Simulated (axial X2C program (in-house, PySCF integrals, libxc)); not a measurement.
# FB⁻: EOM-EA-CCSD levels

Aim: EOM-EA-CCSD levels of FB⁻, with spin–orbit coupling in the Hamiltonian from the start.

Method: two-component X2C with atomic mean-field terms, F dyall-av3z, B dyall-av3z; program: an in-house X2C program for linear molecules on PySCF integrals.

All values are calculated.

## 1. The job

Input file task.json:

```json
{
 "zs": [
  9,
  5
 ],
 "q": -1,
 "bas": [
  "dyall-av3z",
  "dyall-av3z"
 ],
 "r0": 1.49,
 "eom": "ea",
 "thr": -2.0,
 "nmax": 92,
 "grid": [
  1,
  0.96,
  1.045,
  0.92,
  1.09,
  1.15
 ],
 "rq": 0
}
```

Keys: zs atomic numbers; q charge; bas basis sets; r0 starting distance in Å; eom kind of EOM run; thr threshold in hartree for freezing inner shells (an s shell follows its p shell); nmax most natural virtual spinors; grid distances as factors.

On the command line:

```sh
$ python soeom.py task.json out
```

Further steps of the session: EOM-EA-CCSD at 1.263 Å.

Before running it: what results should come out? Wanted: next root led by one particle; T1 of the reference; lowest state, Re and ωe.

**Answer**, as computed:

| quantity | value |
| --- | --- |
| lowest root at 1.263 Å | Ω = 1/2, -0.671 eV |
| next root led by one particle | Ω = 3/2, about 0 cm⁻¹ higher |
| T1 of the reference | 0.017 |
| lowest state, Re and ωe | 1.289 Å, 1244 cm⁻¹ |

In words: The added electron is unbound by 0.67 eV in a spinor of 92% B pπ, 6% F pπ. Errors of 0.1 to 0.3 eV are usual at this size, and roots led by higher excitations are left out, so the list is incomplete, and low states of that kind can be missing. The bond is 0.018 Å longer than in the closed-shell reference at CCSD (1.271 Å).
